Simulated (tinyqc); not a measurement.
Inside a calculation. Method: UHF in the sto-3g basis, for LiH, spin multiplicity 3. This run ends on a higher stationary point, not on the lowest solution. One step of it, computed by the program tinyqc.

Problem. Iteration 1: diagonalisation and new density. Diagonalise F' = X^T F X, C = X C', fill 3 alpha and 1 beta electrons from the bottom; D(s) = C_occ C_occ^T. Each column has its largest component positive (the first on a tie).

F(alpha) (hartree), lower triangle:
```
            1Li 1s     1Li 2s    1Li 2px   1Li 2py    1Li 2pz      2H 1s
1Li 1s   -2.304909
1Li 2s   -0.630370  -0.245169
1Li 2px   0.000000   0.000000  -0.009642
1Li 2py   0.000000   0.000000  -0.123638  0.077968
1Li 2pz  -0.007489  -0.170091   0.000000  0.000000  -0.043558
2H 1s    -0.149987  -0.325271   0.000000  0.000000  -0.366127  -0.487932
```

F(beta) (hartree), lower triangle:
```
            1Li 1s     1Li 2s   1Li 2px   1Li 2py    1Li 2pz     2H 1s
1Li 1s   -2.290683
1Li 2s   -0.611126  -0.065735
1Li 2px   0.000000   0.000000  0.221853
1Li 2py   0.000000   0.000000  0.015901  0.210586
1Li 2pz  -0.001680  -0.026548  0.000000  0.000000   0.158346
2H 1s    -0.138533  -0.088045  0.000000  0.000000  -0.060273  0.090676
```

X, lower triangle:
```
            1Li 1s     1Li 2s   1Li 2px   1Li 2py    1Li 2pz     2H 1s
1Li 1s    1.023235
1Li 2s   -0.130063   1.096009
1Li 2px   0.000000   0.000000  1.000000
1Li 2py   0.000000   0.000000  0.000000  1.000000
1Li 2pz  -0.006403   0.096193  0.000000  0.000000   1.126361
2H 1s     0.012308  -0.249050  0.000000  0.000000  -0.328112  1.197769
```

Give: F' = X^T F X; orbital energies; coefficients C; F' = X^T F X; orbital energies; coefficients C; D(alpha) after iteration 1; D(beta) after iteration 1.

Solution.

F' = X^T F X (alpha) (hartree), lower triangle:
```
         1        2        3       4        5        6
1  -2.2526
2  -0.3493  -0.0347
3   0.0000   0.0000  -0.0096
4   0.0000   0.0000  -0.1236  0.0780
5   0.0045  -0.0381   0.0000  0.0000   0.1444
6  -0.0155  -0.2419   0.0000  0.0000  -0.3305  -0.2667
```

orbital energies (alpha) (hartree): MO1 -2.3077, MO2 -0.5412, MO3 -0.0970, MO4 0.0864, MO5 0.1653, MO6 0.3529

coefficients C (alpha):
```
            MO1      MO2     MO3      MO4      MO5      MO6
1Li 1s   0.9907  -0.1242  0.0000  -0.2453   0.0000  -0.0834
1Li 2s   0.0349   0.2502  0.0000   0.9734   0.0000   0.5274
1Li 2px  0.0000   0.0000  0.8167   0.0000  -0.5771   0.0000
1Li 2py  0.0000   0.0000  0.5771   0.0000   0.8167   0.0000
1Li 2pz  0.0045   0.2372  0.0000  -0.3517   0.0000   1.0980
2H 1s    0.0040   0.7582  0.0000  -0.2890   0.0000  -0.9727
```

F' = X^T F X (beta) (hartree), lower triangle:
```
         1        2       3       4        5       6
1  -2.2400
2  -0.3502   0.1000
3   0.0000   0.0000  0.2219
4   0.0000   0.0000  0.0159  0.2106
5  -0.0027   0.0413  0.0000  0.0000   0.2545
6  -0.0283  -0.1393  0.0000  0.0000  -0.1894  0.2380
```

orbital energies (beta) (hartree): MO1 -2.2922, MO2 0.0126, MO3 0.1492, MO4 0.1994, MO5 0.2331, MO6 0.4829

coefficients C (beta):
```
             MO1      MO2      MO3      MO4     MO5      MO6
1Li 1s    0.9934  -0.1583  -0.2064   0.0000  0.0000   0.0984
1Li 2s    0.0265   0.4663   0.8251   0.0000  0.0000  -0.6249
1Li 2px   0.0000   0.0000   0.0000  -0.5771  0.8167   0.0000
1Li 2py   0.0000   0.0000   0.0000   0.8167  0.5771   0.0000
1Li 2pz   0.0015   0.3377  -0.5691   0.0000  0.0000  -0.9735
2H 1s    -0.0013   0.5585  -0.2006   0.0000  0.0000   1.1191
```

D(alpha) after iteration 1, lower triangle:
```
          1Li 1s  1Li 2s  1Li 2px  1Li 2py  1Li 2pz   2H 1s
1Li 1s    0.9970
1Li 2s    0.0034  0.0638
1Li 2px   0.0000  0.0000   0.6670
1Li 2py   0.0000  0.0000   0.4713   0.3330
1Li 2pz  -0.0250  0.0595   0.0000   0.0000   0.0563
2H 1s    -0.0902  0.1899   0.0000   0.0000   0.1798  0.5748
```

D(beta) after iteration 1, lower triangle:
```
          1Li 1s  1Li 2s  1Li 2px  1Li 2py  1Li 2pz   2H 1s
1Li 1s    0.9868
1Li 2s    0.0263  0.0007
1Li 2px   0.0000  0.0000   0.0000
1Li 2py   0.0000  0.0000   0.0000   0.0000
1Li 2pz   0.0015  0.0000   0.0000   0.0000   0.0000
2H 1s    -0.0013  0.0000   0.0000   0.0000   0.0000  0.0000
```
